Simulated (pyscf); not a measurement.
Thermochemistry of product channels of `[OH][BH][OH]` + `[CH2]=[CH2]` on the singlet surface, in kcal/mol, from ωB97M-D3(BJ)/def2-TZVP energies (ideal gas, 1 atm, RRHO with modes under 100 cm⁻¹ raised to 100, one conformer, R ln 2 for chiral ones without a mode under 150 cm⁻¹). PySCF, gas phase, ωB97X-D3(BJ)/def2-SVP geometries.

| products | ΔE | ΔH(298 K) | ΔG(900 K) | ΔG(1200 K) |
|---|---|---|---|---|
| `[CH3][CH2][O][BH][OH]` | -17.1 | -14.3 | +18.2 | +28.7 |
| `[CH3][CH2][B]([OH])[OH]` | -35.4 | -32.3 | 0.0 | +10.2 |

The channel to H₃C–CH₂–O–BH–OH turns unfavourable between 298 and 1200 K (ΔG from -3.5 kcal/mol to +28.7 kcal/mol). The channel to H₃C–CH₂–B(OH)–OH turns unfavourable between 298 and 1200 K (ΔG from -21.4 kcal/mol to +10.2 kcal/mol).

These are energies of the channels, which say nothing of barriers.
